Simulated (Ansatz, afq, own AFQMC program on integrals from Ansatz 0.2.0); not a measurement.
C2H3O⁺, singlet in def2-TZVP, levels against CCSDT(Q)

```xyz
6

C    -0.3208    0.3075   -0.1921
C     0.6200   -0.5949    0.3714
O     1.3595   -1.3033    0.8141
H    -0.0734    0.4493   -1.2613
H    -1.3324   -0.1276   -0.0836
H    -0.2530    1.2690    0.3514
```

Connectivity, by distances: CH3–C–O.

Basis def2-TZVP. Noble-gas cores (and the filled d shells of Ga–Kr and In–Xe) are frozen. Ansatz 0.2.0 and our own AFQMC program on the same integrals; the CISD trial comes from CCSD amplitudes, and released means the phaseless constraint is let go. Uncertainties: one standard error, sampling alone.

Determinant: RHF, the one that the program's search chose, which needn't be the lowest solution. The geometry is a PBE0/def2-SVP stationary point of this or a neighbouring charge and spin state.

No full CI on the walks' own integrals is used here; CCSDT(Q) serves as the reference and is uncertain by about the last step of the cluster series.

- T1 diagnostic: 0.0161
- weight of the determinant in the CISD state: 0.850
- size of the correlated space: 16 electrons in 108 orbitals

| level | correlation energy (eV) |
| --- | --- |
| MP2 | -14.2551 |
| CCSD | -14.5995 |
| CCSD(T) | -15.2472 |

Q: Estimate where phaseless AFQMC with a CISD trial lies against CCSD(T) on the same integrals.

A: 3.5 ± 0.5 kJ/mol below CCSD(T).

Reference: CCSDT(Q), correlation energy -15.298 eV. The released energy is read at 0.99 1/Eh, later times being too noisy (meV from the phaseless value at times in 1/Eh: -4 ± 8 at 0.24, -8 ± 8 at 0.51, 5 ± 11 at 0.99, -5 ± 11 at 1.50).

```csv
level,E − E(reference) (kJ/mol),share of correlation (%)
CCSD(T),4.9,99.66
CCSDT,3.9,99.73
ph-AFQMC/CISD,1.4 ± 0.5,99.90
released AFQMC,2.0 ± 1.1,99.87
```

Released energies are given only where the last usable release times agree within the noise; a slower fall can still hide under it.
